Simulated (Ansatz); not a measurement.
Cs2SnI6 (Fm-3m, No. 225) was calculated with HSE06 (Ansatz, a first-principles code, PAW).

Settings: plane-wave cutoff 460 eV, 4×4×4 k mesh, Fermi–Dirac smearing 0.01 eV, scalar-relativistic PAW data made under PBE.

Cell (relaxed with PBEsol):

```cif
data_Cs2I6Sn
_chemical_formula_sum 'Cs2 Sn1 I6'
_space_group_name_H-M_alt 'P 1'
_space_group_IT_number 1
_cell_length_a 8.17115
_cell_length_b 8.17115
_cell_length_c 8.17115
_cell_angle_alpha 60.000
_cell_angle_beta 60.000
_cell_angle_gamma 60.000
loop_
_space_group_symop_operation_xyz
  'x, y, z'
loop_
_atom_site_label
_atom_site_type_symbol
_atom_site_fract_x
_atom_site_fract_y
_atom_site_fract_z
_atom_site_occupancy
Cs1 Cs 0.25000 0.25000 0.25000 1
Cs2 Cs 0.75000 0.75000 0.75000 1
Sn1 Sn 0.00000 0.00000 0.00000 1
I1 I 0.24836 0.75164 0.75164 1
I2 I 0.75164 0.24836 0.24836 1
I3 I 0.75164 0.24836 0.75164 1
I4 I 0.24836 0.75164 0.24836 1
I5 I 0.75164 0.75164 0.24836 1
I6 I 0.24836 0.24836 0.75164 1
```

Give the computed band gap.


- band gap = 0.72 eV (on the SCF k mesh)

Note: cell and atoms aren't relaxed at this level (pressure 0.8 GPa).

Spin–orbit coupling is not included; with these elements it can move the gap by several tenths of an eV or more.

It cost around 10 core-minutes (rough) of CPU time.
